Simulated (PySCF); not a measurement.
# How the numerical set-up moves the result for SO2²⁺, part 3 of 3

PySCF 2.14.0; each run moves one setting of the base script, with the edits that it forces.

## (5) Density fitting auto

Edit 3 changes density fitting: none → auto.

input.py

```python
from pyscf import gto, scf

mol = gto.M(
    atom='S 0 0 0; O 0 0 1.3951; O 0 0 -1.3951',
    basis='6-31+g*',
    charge=2,
    spin=0,
    symmetry=True,
    verbose=4,
)
mf = scf.UHF(mol)
mf = mf.density_fit()
mf.kernel()
mf.analyze()
print('orbital energies (hartree):', [e[max(0, n-3):n+3].round(4) for e, n in zip(mf.mo_energy, mol.nelec)])
```

Started as:

```sh
$ OMP_NUM_THREADS=1 python input.py
```

Standard output:

```text
[lines on the frontier levels of each cycle are left out]
PySCF version 2.14.0

[INPUT] verbose = 4
[INPUT] num. atoms = 3
[INPUT] num. electrons = 30
[INPUT] charge = 2
[INPUT] spin (= nelec alpha-beta = 2S) = 0
[INPUT] symmetry True subgroup None
[INPUT] Mole.unit = angstrom
[INPUT] Symbol           X                Y                Z      unit          X                Y                Z       unit  Magmom
[INPUT]  1 S      0.000000000000   0.000000000000   0.000000000000 AA    0.000000000000   0.000000000000   0.000000000000 Bohr   0.0
[INPUT]  2 O      0.000000000000   0.000000000000   1.395100000000 AA    0.000000000000   0.000000000000   2.636356916381 Bohr   0.0
[INPUT]  3 O      0.000000000000   0.000000000000  -1.395100000000 AA    0.000000000000   0.000000000000  -2.636356916381 Bohr   0.0

nuclear repulsion = 109.241657762856
point group symmetry = Dooh
symmetry origin: [0. 0. 0.]
symmetry axis x: [1. 0. 0.]
symmetry axis y: [0. 1. 0.]
symmetry axis z: [0. 0. 1.]
num. orbitals of irrep A1g = 14
num. orbitals of irrep E1gx = 5
num. orbitals of irrep E1gy = 5
num. orbitals of irrep A1u = 12
num. orbitals of irrep E1uy = 8
num. orbitals of irrep E1ux = 8
num. orbitals of irrep E2gx = 2
num. orbitals of irrep E2gy = 2
num. orbitals of irrep E2uy = 1
num. orbitals of irrep E2ux = 1
number of shells = 26
number of NR pGTOs = 117
number of NR cGTOs = 58
basis = 6-31+g*
ecp = {}

******** <class 'pyscf.df.df_jk.DFSymAdaptedUHF'> ********
method = DFSymAdaptedUHF
initial guess = minao
damping factor = 0
level_shift factor = 0
DIIS = <class 'pyscf.scf.diis.CDIIS'>
diis_start_cycle = 1
diis_space = 8
diis_damp = 0
SCF conv_tol = 1e-09
SCF conv_tol_grad = None
SCF max_cycles = 50
direct_scf = False
number electrons alpha = 15  beta = 15
Freeze 0 electrons in irreps []
    30 free electrons in irreps A1g E1gx E1gy A1u E1uy E1ux E2gx E2gy E2uy E2ux
Set gradient conv threshold to 3.16228e-05
******** <class 'pyscf.df.df.DF'> ********
auxbasis = None
Default auxbasis heavy-aug-cc-pvdz-jkfit is used for S 6-31+g*
Default auxbasis heavy-aug-cc-pvdz-jkfit is used for O 6-31+g*
init E= -548.589269939386
cycle= 1 E= -545.643530813394  delta_E= 2.95  |g|= 0.741  |ddm|= 1.81
cycle= 2 E= -545.881877090517  delta_E= -0.238  |g|= 0.374  |ddm|= 1.17
cycle= 3 E= -545.93265858546  delta_E= -0.0508  |g|= 0.169  |ddm|= 0.453
cycle= 4 E= -545.942585381805  delta_E= -0.00993  |g|= 0.0145  |ddm|= 0.113
cycle= 5 E= -545.942734984083  delta_E= -0.00015  |g|= 0.00342  |ddm|= 0.0263
cycle= 6 E= -545.942743767288  delta_E= -8.78e-06  |g|= 0.000857  |ddm|= 0.00656
cycle= 7 E= -545.94274546983  delta_E= -1.7e-06  |g|= 0.000589  |ddm|= 0.00231
cycle= 8 E= -545.942747088681  delta_E= -1.62e-06  |g|= 0.000374  |ddm|= 0.00311
cycle= 9 E= -545.942747987481  delta_E= -8.99e-07  |g|= 0.000208  |ddm|= 0.00258
cycle= 10 E= -545.942748311595  delta_E= -3.24e-07  |g|= 6.13e-05  |ddm|= 0.00209
cycle= 11 E= -545.942748326963  delta_E= -1.54e-08  |g|= 1.65e-05  |ddm|= 0.000392
cycle= 12 E= -545.942748327688  delta_E= -7.25e-10  |g|= 4.05e-06  |ddm|= 7.49e-05
Extra cycle  E= -545.942748327701  delta_E= -1.34e-11  |g|= 2.65e-06  |ddm|= 7.67e-06
converged SCF energy = -545.942748327701  <S^2> = 1.0514256e-11  2S+1 = 1
**** SCF Summaries ****
Total Energy =                        -545.942748327701338
Nuclear Repulsion Energy =             109.241657762855738
One-electron Energy =                 -948.263072577791036
Two-electron Energy =                  293.078666487233875
Two-electron Coulomb Energy =          333.721055536991116
DFT Exchange-Correlation Energy =      -40.642389049757242
TODO: total wave-function symmetry for Dooh
alpha occupancy for each irrep:    A1g E1gx E1gy  A1u E1uy E1ux E2gx E2gy E2uy E2ux
                                     5    1    1    4    2    2    0    0    0    0
beta  occupancy for each irrep:    A1g E1gx E1gy  A1u E1uy E1ux E2gx E2gy E2uy E2ux
                                     5    1    1    4    2    2    0    0    0    0
**** MO energy ****
alpha MO #1 (A1g #1), energy= -92.9712414752559 occ= 1
alpha MO #2 (A1u #1), energy= -21.4132896991053 occ= 1
alpha MO #3 (A1g #2), energy= -21.4132379339318 occ= 1
alpha MO #4 (A1g #3), energy= -9.94909754859079 occ= 1
alpha MO #5 (A1u #2), energy= -7.63263683880191 occ= 1
alpha MO #6 (E1uy #1), energy= -7.63229799825387 occ= 1
alpha MO #7 (E1ux #1), energy= -7.63229799825387 occ= 1
alpha MO #8 (A1g #4), energy= -2.22848444091307 occ= 1
alpha MO #9 (A1u #3), energy= -2.14559547067261 occ= 1
alpha MO #10 (A1g #5), energy= -1.50904673936477 occ= 1
alpha MO #11 (E1uy #2), energy= -1.35657701710109 occ= 1
alpha MO #12 (E1ux #2), energy= -1.35657701710109 occ= 1
alpha MO #13 (A1u #4), energy= -1.34404126670926 occ= 1
alpha MO #14 (E1gx #1), energy= -1.23422556893958 occ= 1
alpha MO #15 (E1gy #1), energy= -1.23422556893958 occ= 1
alpha MO #16 (A1g #6), energy= -0.683928348520418 occ= 0
alpha MO #17 (E1uy #3), energy= -0.608659047529824 occ= 0
alpha MO #18 (E1ux #3), energy= -0.608659047529824 occ= 0
alpha MO #19 (A1g #7), energy= -0.291863531589293 occ= 0
alpha MO #20 (E1uy #4), energy= -0.252609696762768 occ= 0
alpha MO #21 (E1ux #4), energy= -0.252609696762768 occ= 0
alpha MO #22 (A1u #5), energy= -0.239335785403626 occ= 0
alpha MO #23 (A1g #8), energy= -0.142143156618157 occ= 0
alpha MO #24 (E1gx #2), energy= -0.130171136651998 occ= 0
alpha MO #25 (E1gy #2), energy= -0.130171136651998 occ= 0
alpha MO #26 (A1u #6), energy= -0.084680276978605 occ= 0
alpha MO #27 (E1uy #5), energy= -0.038541891508157 occ= 0
alpha MO #28 (E1ux #5), energy= -0.038541891508157 occ= 0
alpha MO #29 (A1g #9), energy= -0.0381650483572495 occ= 0
alpha MO #30 (A1u #7), energy= -0.0197137035501544 occ= 0
alpha MO #31 (E1uy #6), energy= 0.0973143101690188 occ= 0
alpha MO #32 (E1ux #6), energy= 0.0973143101690188 occ= 0
alpha MO #33 (A1u #8), energy= 0.154881634583492 occ= 0
alpha MO #34 (E2gx #1), energy= 0.178447663540366 occ= 0
alpha MO #35 (E2gy #1), energy= 0.178447663540366 occ= 0
alpha MO #36 (E1gx #3), energy= 0.255311844755321 occ= 0
alpha MO #37 (E1gy #3), energy= 0.255311844755321 occ= 0
alpha MO #38 (A1g #10), energy= 0.266938827743582 occ= 0
alpha MO #39 (A1u #9), energy= 0.321464553632917 occ= 0
alpha MO #40 (A1g #11), energy= 0.676489011249958 occ= 0
alpha MO #41 (E1gx #4), energy= 0.826358214238725 occ= 0
alpha MO #42 (E1gy #4), energy= 0.826358214238725 occ= 0
alpha MO #43 (E1uy #7), energy= 0.904410278474246 occ= 0
alpha MO #44 (E1ux #7), energy= 0.904410278474246 occ= 0
alpha MO #45 (A1u #10), energy= 1.01919554883393 occ= 0
alpha MO #46 (A1g #12), energy= 1.1425962255153 occ= 0
alpha MO #47 (A1g #13), energy= 1.27505009948025 occ= 0
alpha MO #48 (E2uy #1), energy= 1.3684315481074 occ= 0
alpha MO #49 (E2ux #1), energy= 1.3684315481074 occ= 0
alpha MO #50 (E2gx #2), energy= 1.43084825926168 occ= 0
alpha MO #51 (E2gy #2), energy= 1.43084825926168 occ= 0
alpha MO #52 (A1u #11), energy= 1.50018121866068 occ= 0
alpha MO #53 (E1uy #8), energy= 1.50526755736977 occ= 0
alpha MO #54 (E1ux #8), energy= 1.50526755736977 occ= 0
alpha MO #55 (E1gx #5), energy= 1.93298750334516 occ= 0
alpha MO #56 (E1gy #5), energy= 1.93298750334516 occ= 0
alpha MO #57 (A1g #14), energy= 2.54886958199723 occ= 0
alpha MO #58 (A1u #12), energy= 2.74765812663427 occ= 0
beta  MO #1 (A1g #1), energy= -92.9712414490477 occ= 1
beta  MO #2 (A1u #1), energy= -21.4132895424875 occ= 1
beta  MO #3 (A1g #2), energy= -21.41323777743 occ= 1
beta  MO #4 (A1g #3), energy= -9.94909747576318 occ= 1
beta  MO #5 (A1u #2), energy= -7.63263678521624 occ= 1
beta  MO #6 (E1uy #1), energy= -7.63229804457892 occ= 1
beta  MO #7 (E1ux #1), energy= -7.63229804457892 occ= 1
beta  MO #8 (A1g #4), energy= -2.22848412789143 occ= 1
beta  MO #9 (A1u #3), energy= -2.14559502181548 occ= 1
beta  MO #10 (A1g #5), energy= -1.5090470700056 occ= 1
beta  MO #11 (E1uy #2), energy= -1.35657670359635 occ= 1
beta  MO #12 (E1ux #2), energy= -1.35657670359635 occ= 1
beta  MO #13 (A1u #4), energy= -1.34404243127335 occ= 1
beta  MO #14 (E1gx #1), energy= -1.23422476780521 occ= 1
beta  MO #15 (E1gy #1), energy= -1.23422476780521 occ= 1
beta  MO #16 (A1g #6), energy= -0.683928476520574 occ= 0
beta  MO #17 (E1uy #3), energy= -0.608658666674282 occ= 0
beta  MO #18 (E1ux #3), energy= -0.608658666674282 occ= 0
beta  MO #19 (A1g #7), energy= -0.291863566143125 occ= 0
beta  MO #20 (E1uy #4), energy= -0.252609704516069 occ= 0
beta  MO #21 (E1ux #4), energy= -0.252609704516069 occ= 0
beta  MO #22 (A1u #5), energy= -0.239335784024505 occ= 0
beta  MO #23 (A1g #8), energy= -0.14214315724033 occ= 0
beta  MO #24 (E1gx #2), energy= -0.130171089720689 occ= 0
beta  MO #25 (E1gy #2), energy= -0.130171089720689 occ= 0
beta  MO #26 (A1u #6), energy= -0.0846802994310392 occ= 0
beta  MO #27 (E1uy #5), energy= -0.0385418653663652 occ= 0
beta  MO #28 (E1ux #5), energy= -0.0385418653663652 occ= 0
beta  MO #29 (A1g #9), energy= -0.0381651329843953 occ= 0
beta  MO #30 (A1u #7), energy= -0.0197136420408448 occ= 0
beta  MO #31 (E1uy #6), energy= 0.0973142899705615 occ= 0
beta  MO #32 (E1ux #6), energy= 0.0973142899705615 occ= 0
beta  MO #33 (A1u #8), energy= 0.154881598365619 occ= 0
beta  MO #34 (E2gx #1), energy= 0.178447548213601 occ= 0
beta  MO #35 (E2gy #1), energy= 0.178447548213601 occ= 0
beta  MO #36 (E1gx #3), energy= 0.255311835338958 occ= 0
beta  MO #37 (E1gy #3), energy= 0.255311835338958 occ= 0
beta  MO #38 (A1g #10), energy= 0.26693887786213 occ= 0
beta  MO #39 (A1u #9), energy= 0.321464563390035 occ= 0
beta  MO #40 (A1g #11), energy= 0.676488938845139 occ= 0
beta  MO #41 (E1gx #4), energy= 0.826358446321745 occ= 0
beta  MO #42 (E1gy #4), energy= 0.826358446321745 occ= 0
beta  MO #43 (E1uy #7), energy= 0.904410551568671 occ= 0
beta  MO #44 (E1ux #7), energy= 0.904410551568671 occ= 0
beta  MO #45 (A1u #10), energy= 1.01919528036246 occ= 0
beta  MO #46 (A1g #12), energy= 1.14259589239016 occ= 0
beta  MO #47 (A1g #13), energy= 1.27505032135621 occ= 0
beta  MO #48 (E2uy #1), energy= 1.36843173534017 occ= 0
beta  MO #49 (E2ux #1), energy= 1.36843173534017 occ= 0
beta  MO #50 (E2gx #2), energy= 1.43084846541378 occ= 0
beta  MO #51 (E2gy #2), energy= 1.43084846541378 occ= 0
beta  MO #52 (A1u #11), energy= 1.50018120397745 occ= 0
beta  MO #53 (E1uy #8), energy= 1.50526747310594 occ= 0
beta  MO #54 (E1ux #8), energy= 1.50526747310594 occ= 0
beta  MO #55 (E1gx #5), energy= 1.93298745870807 occ= 0
beta  MO #56 (E1gy #5), energy= 1.93298745870807 occ= 0
beta  MO #57 (A1g #14), energy= 2.5488694997702 occ= 0
beta  MO #58 (A1u #12), energy= 2.74765814401013 occ= 0
 ** Mulliken pop alpha/beta on meta-lowdin orthogonal AOs **
 ** Mulliken pop       alpha | beta **
pop of  0 S 1s        1.00000 | 1.00000
pop of  0 S 2s        0.99999 | 0.99999
pop of  0 S 3s        0.52527 | 0.52527
pop of  0 S 4s        0.01116 | 0.01116
pop of  0 S 5s        0.00045 | 0.00045
pop of  0 S 2px       0.99999 | 0.99999
pop of  0 S 2py       0.99999 | 0.99999
pop of  0 S 2pz       0.99999 | 0.99999
pop of  0 S 3px       0.38418 | 0.38419
pop of  0 S 3py       0.38418 | 0.38419
pop of  0 S 3pz       0.39513 | 0.39513
pop of  0 S 4px       0.01462 | 0.01462
pop of  0 S 4py       0.01462 | 0.01462
pop of  0 S 4pz       0.01937 | 0.01937
pop of  0 S 5px       0.00059 | 0.00059
pop of  0 S 5py       0.00059 | 0.00059
pop of  0 S 5pz       0.00582 | 0.00582
pop of  0 S 3dxy      0.00000 | 0.00000
pop of  0 S 3dyz      0.03142 | 0.03142
pop of  0 S 3dz^2     0.00639 | 0.00639
pop of  0 S 3dxz      0.03142 | 0.03142
pop of  0 S 3dx2-y2    0.00000 | 0.00000
pop of  1 O 1s        1.00000 | 1.00000
pop of  1 O 2s        0.90106 | 0.90106
pop of  1 O 3s        0.00266 | 0.00266
pop of  1 O 4s        0.00078 | 0.00078
pop of  1 O 2px       0.76768 | 0.76768
pop of  1 O 2py       0.76768 | 0.76768
pop of  1 O 2pz       0.60159 | 0.60159
pop of  1 O 3px       0.00558 | 0.00558
pop of  1 O 3py       0.00558 | 0.00558
pop of  1 O 3pz       0.00402 | 0.00402
pop of  1 O 4px       0.00352 | 0.00352
pop of  1 O 4py       0.00352 | 0.00352
pop of  1 O 4pz       0.00091 | 0.00091
pop of  1 O 3dxy      0.00000 | 0.00000
pop of  1 O 3dyz      0.00782 | 0.00782
pop of  1 O 3dz^2     0.00720 | 0.00720
pop of  1 O 3dxz      0.00782 | 0.00782
pop of  1 O 3dx2-y2    0.00000 | 0.00000
pop of  2 O 1s        1.00000 | 1.00000
pop of  2 O 2s        0.90106 | 0.90106
pop of  2 O 3s        0.00266 | 0.00266
pop of  2 O 4s        0.00078 | 0.00078
pop of  2 O 2px       0.76768 | 0.76768
pop of  2 O 2py       0.76768 | 0.76768
pop of  2 O 2pz       0.60159 | 0.60159
pop of  2 O 3px       0.00558 | 0.00558
pop of  2 O 3py       0.00558 | 0.00558
pop of  2 O 3pz       0.00402 | 0.00402
pop of  2 O 4px       0.00352 | 0.00352
pop of  2 O 4py       0.00352 | 0.00352
pop of  2 O 4pz       0.00091 | 0.00091
pop of  2 O 3dxy      0.00000 | 0.00000
pop of  2 O 3dyz      0.00782 | 0.00782
pop of  2 O 3dz^2     0.00720 | 0.00720
pop of  2 O 3dxz      0.00782 | 0.00782
pop of  2 O 3dx2-y2    0.00000 | 0.00000
In total            15.00000 | 15.00000
 ** Mulliken atomic charges   ( Nelec_alpha | Nelec_beta ) **
charge of  0S =      2.34964  (     6.82518      6.82518 )
charge of  1O =     -0.17482  (     4.08741      4.08741 )
charge of  2O =     -0.17482  (     4.08741      4.08741 )

WARN: System has nonzero charge 2; the dipole moment is origin-dependent.
Location of origin: [0. 0. 0.]

Dipole moment(X, Y, Z, Debye):  0.00000,  0.00000, -0.00000
orbital energies (hartree): [array([-1.344 , -1.2342, -1.2342, -0.6839, -0.6087, -0.6087]), array([-1.344 , -1.2342, -1.2342, -0.6839, -0.6087, -0.6087])]
```

It took 1.8 s on 1 thread of Arm Neoverse N1, shared host.

Outcome: E(SCF) = -545.942748 Eh (+0.0292 eV from the base), 12 cycles.

## (6) Comparison

What follows sums up all 3 parts.

```csv
run,E(SCF) (hartree),from base (eV),cycles,gap (eV),functions
base,-545.943822,0,12,14.98,58
density fitting cc-pvdz-jkfit,-545.942680,+0.0311,12,14.97,58
jorge-dzp-dkh (X2C on),-547.168557,not comparable,12,15.30,54
density fitting auto,-545.942748,+0.0292,12,14.97,58
```

Wall time on 1 thread of Arm Neoverse N1, shared host, start-up included: base 1.9 s; density fitting cc-pvdz-jkfit 1.7 s; jorge-dzp-dkh (X2C on) 1.8 s; density fitting auto 1.8 s.

In words: The largest comparable shift of the SCF energy, +0.031 eV, comes with the run “density fitting cc-pvdz-jkfit”.
